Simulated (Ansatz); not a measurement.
# [SiPH4]− (SMILES [SiH2-]P) at 6 levels

We compute a comparison of 6 runs (UHF/STO-3G, B2PLYP/STO-3G, BHLYP/STO-3G, PBE/STO-3G, wB97X/STO-3G, CCSD/STO-3G) of [SiPH4]−. 

The calculation is run with Ansatz 0.2.0.

## Step 1: The molecule

[SiPH4]− has 6 atoms, charge -1, and is taken as a singlet. As SMILES, `[SiH2-]P`. The H5–P2 distance was set to 2.751 Å, away from the relaxed value. At this shape a bond of the SMILES string is far longer than usual.

Bond lengths: Si1–P2 2.225 Å, Si1–H3 1.503 Å, Si1–H4 1.503 Å, P2–H6 1.375 Å. Angles: Si1–P2–H6 94.1°, P2–Si1–H3 96.4°, P2–Si1–H4 96.5°, H3–Si1–H4 96.7°.

## Step 2: The energy at UHF/STO-3G (run 1)

Input file molecule.yaml:

```yaml
crystal:
  periodic: [false, false, false]
  atoms:
    - {symbol: Si, position_ang: [-0.404979, -1.513909, 0.899798]}
    - {symbol: P, position_ang: [-1.117859, 0.577321, 1.165018]}
    - {symbol: H, position_ang: [-1.149719, -2.094649, 2.069278]}
    - {symbol: H, position_ang: [-1.404709, -1.902169, -0.153442]}
    - {symbol: H, position_ang: [0.407400, 1.565440, -0.899820]}
    - {symbol: H, position_ang: [-0.143279, 0.897671, 2.081258]}
basis:
  gaussian:
    orbitals: STO-3G
total_charge: -1
magnetization:
  spin_polarized: true
hamiltonian:
  xc: hf
accuracy: high
```

The run is started by

```console
$ ansatz run molecule.yaml --threads 1 --pin off --max-ram 2610MiB --events-out events.jsonl --progress --plain --runs-dir runs
```

The log of the run:

```text
Warning: RAYON_NUM_THREADS=1 ignored (pool sized by the plan → 1); use --threads N
Functional definition: HF
  name "HF"
  exchange = exact_x
  correlation = 0
389 factors; integrals over basis functions are off by at most 6.5e-9 eV
mean field evaluation 1: about -16987.8809 eV, gradient 9.3e0 eV
mean field evaluation 2: about -16987.9172 eV, gradient 9.3e0 eV
mean field evaluation 4: about -16990.5502 eV, gradient 1.2e0 eV
mean field evaluation 8: about -16990.6101 eV, gradient 1.0e-2 eV
mean field evaluation 16: about -16990.6050 eV, gradient 4.9e-1 eV
mean field evaluation 32: about -16993.2405 eV, gradient 2.1e0 eV
mean field evaluation 64: about -16988.7757 eV, gradient 6.6e0 eV
mean field evaluation 96: about -16990.5775 eV, gradient 6.4e-2 eV
mean field -16993.40488505 eV, -624.4961109822 hartree, gradient 2.3e-8 eV, S^2 0.953970; 4 other end points of the search recorded, 0 dependent functions left out
reference -16993.40488505 eV, -624.4961109822 hartree; 17, 17 occupied and 5, 5 virtual orbitals, 389 factors
Total energy: -16993.40488505 eV, -624.4961109822 hartree
```

Run time: 0.28 s. Hardware: 1 thread of AMD EPYC 9R14 (Zen 4), shared host.

## Step 3: A single-point energy at B2PLYP/STO-3G (run 2)

Input file in.yaml:

```yaml
crystal:
  periodic: [false, false, false]
  atoms:
    - {symbol: Si, position_ang: [-0.404979, -1.513909, 0.899798]}
    - {symbol: P, position_ang: [-1.117859, 0.577321, 1.165018]}
    - {symbol: H, position_ang: [-1.149719, -2.094649, 2.069278]}
    - {symbol: H, position_ang: [-1.404709, -1.902169, -0.153442]}
    - {symbol: H, position_ang: [0.407400, 1.565440, -0.899820]}
    - {symbol: H, position_ang: [-0.143279, 0.897671, 2.081258]}
basis:
  gaussian:
    orbitals: STO-3G
total_charge: -1
hamiltonian:
  xc: {name: B2PLYP}
correlation:
  frozen_orbitals: {H: 0, P: 5, Si: 5}
accuracy: high
```

The run is started by

```console
$ ansatz run in.yaml --threads 1 --pin off --max-ram 2610MiB --events-out events.jsonl --progress --plain --runs-dir runs
```

The log of the run, cut to the lines that bear on the results:

```text
Warning: RAYON_NUM_THREADS=1 ignored (pool sized by the plan → 1); use --threads N
Functional definition: B2PLYP
  name "B2PLYP"
[...]
389 factors; integrals over basis functions are off by at most 6.5e-9 eV
[...]
mean field -17015.13070783 eV, -625.2945202430 hartree, gradient 1.8e-8 eV, S^2 0.000000; 0 other end points of the search recorded, 0 dependent functions left out; unrestricted orbitals would lower it
10 core orbitals not correlated: weight in the atoms' cores, before any rotation towards them, 1.000 or more for the frozen orbitals, at most 0.000 for the correlated occupied ones
reference -17015.13072777 eV, -625.2945209757 hartree; 7, 7 occupied and 5, 5 virtual orbitals, 389 factors
second order -5.15260624 eV of doubles, -0.00000000 eV of singles
Total energy: -17016.52193145 eV, -625.3456467681 hartree
```

Run time: 1.2 s. Hardware: 1 thread of AMD EPYC 9R14 (Zen 4), shared host; peak memory 0.12 GiB.

Run 3 isn't shown in full; the table further down has it.

## Step 4: A single-point energy at PBE/STO-3G (run 4)

molecule.yaml, as its differences from that of step 2:

```diff
@@ -13,6 +13,4 @@
 total_charge: -1
-magnetization:
-  spin_polarized: true
 hamiltonian:
-  xc: hf
+  xc: {name: PBE}
 accuracy: high
```

The run is started by

```console
$ ansatz run molecule.yaml --threads 1 --pin off --max-ram 2610MiB --events-out events.jsonl --progress --plain --runs-dir runs
```

The log of the run:

```text
Warning: RAYON_NUM_THREADS=1 ignored (pool sized by the plan → 1); use --threads N
Functional definition: PBE
  name "PBE"
  parameter kappa = 0.804
  parameter beta = 0.06672455060314922
  exchange = pbe_x(kappa = kappa, mu = beta*pi^2/3)
  correlation = pbe_c(beta = beta)
389 factors; integrals over basis functions are off by at most 6.5e-9 eV
mean field evaluation 1: about -17009.0375 eV, gradient 2.6e1 eV
mean field evaluation 2: about -16993.7448 eV, gradient 3.7e1 eV
mean field evaluation 4: about -17010.9322 eV, gradient 2.5e1 eV
mean field evaluation 8: about -17014.0871 eV, gradient 1.5e1 eV
mean field evaluation 16: about -17016.5676 eV, gradient 1.0e-8 eV
mean field -17016.56755756 eV, -625.3473234967 hartree, gradient 4.7e-8 eV, S^2 0.000000; 1 other end points of the search recorded, 0 dependent functions left out
reference -17016.56755961 eV, -625.3473235718 hartree; 17, 17 occupied and 5, 5 virtual orbitals, 389 factors
Total energy: -17016.56755961 eV, -625.3473235718 hartree
```

Run time: 0.97 s. Hardware: 1 thread of AMD EPYC 9R14 (Zen 4), shared host; peak memory 0.12 GiB.

Run 5 isn't shown in full; the table further down has it.

## Step 5: A single-point energy at CCSD/STO-3G (run 6)

Input file run.yaml:

```yaml
crystal:
  periodic: [false, false, false]
  atoms:
    - {symbol: Si, position_ang: [-0.404979, -1.513909, 0.899798]}
    - {symbol: P, position_ang: [-1.117859, 0.577321, 1.165018]}
    - {symbol: H, position_ang: [-1.149719, -2.094649, 2.069278]}
    - {symbol: H, position_ang: [-1.404709, -1.902169, -0.153442]}
    - {symbol: H, position_ang: [0.407400, 1.565440, -0.899820]}
    - {symbol: H, position_ang: [-0.143279, 0.897671, 2.081258]}
basis:
  gaussian:
    orbitals: STO-3G
total_charge: -1
correlation:
  method: ccsd
  frozen_orbitals: {H: 0, P: 5, Si: 5}
accuracy: high
scf:
  omitted_lower_state_checks: [cluster_reference, increment]
```

The run is started by

```console
$ ansatz run run.yaml --threads 1 --pin off --max-ram 2610MiB --events-out events.jsonl --progress --plain --runs-dir runs
```

The log of the run, cut to the lines that bear on the results:

```text
Warning: RAYON_NUM_THREADS=1 ignored (pool sized by the plan → 1); use --threads N
[... 2 set-up lines as earlier in the session ...]
[...]
389 factors; integrals over basis functions are off by at most 6.5e-9 eV
[...]
mean field -16990.60542846 eV, -624.3932328498 hartree, gradient 6.7e-8 eV, S^2 0.000000; 2 other end points of the search recorded, 0 dependent functions left out; unrestricted orbitals would lower it
10 core orbitals not correlated: weight in the atoms' cores, before any rotation towards them, 1.000 or more for the frozen orbitals, at most 0.000 for the correlated occupied ones
reference -16990.60542846 eV, -624.3932328498 hartree; 7, 7 occupied and 5, 5 virtual orbitals, 389 factors
second order -3.26285102 eV of doubles, -0.00000000 eV of singles
cycle   1  -3.87517696 eV  change   -7.7e-1 eV  update   2.2e-1
[...]
cycle  28  -5.08271936 eV  change   9.9e-10 eV  update  7.1e-10
WARN: these amplitudes may be one of several solutions (largest doubles amplitude 0.33, level shift 0.64 eV)
Total energy: -16995.68814782 eV, -624.5800193412 hartree
Checks for a lower state left out: cluster_reference, increment
```

Wall time 0.2 s (1 thread of AMD EPYC 9R14 (Zen 4), shared host).

## Step 6: All runs side by side

```
run          level  frozen core orbitals  energy (Eh)  wall time
  1     UHF/STO-3G                     –  -624.496111     0.28 s
  2  B2PLYP/STO-3G                    10  -625.345647      1.2 s
  3   BHLYP/STO-3G                     –  -625.639883     0.84 s
  4     PBE/STO-3G                     –  -625.347324     0.97 s
  5   wB97X/STO-3G                     –  -625.625858      4.2 s
  6    CCSD/STO-3G                    10  -624.580019      0.2 s
```

## Step 7: Results

```
                                           quantity          value
                                run 6: total energy  -624.58002 Eh
run 6: correlation energy (10 core orbitals frozen)     -186.8 mEh
                               run 6: T1 diagnostic          0.068
```

What this shows: Totals of different functionals can't be ranked against each other. In run 6 the T1 diagnostic is large, so a single reference may not serve. In runs 2, 6 the log says that unrestricted orbitals would lower the reference, so the values rest on an unstable closed-shell determinant (other closed-shell runs at this shape may share the fault). In runs 1, 2, 3, 4, 5, 6 the basis is minimal, so the values are rough. Spin contamination of the reference: run 1 ⟨S²⟩ = 0.95. Where it is this large, the reference is a mixture of spin states, and values that rest on it are in doubt. All runs together took 7.7 s, the longest 4.2 s.
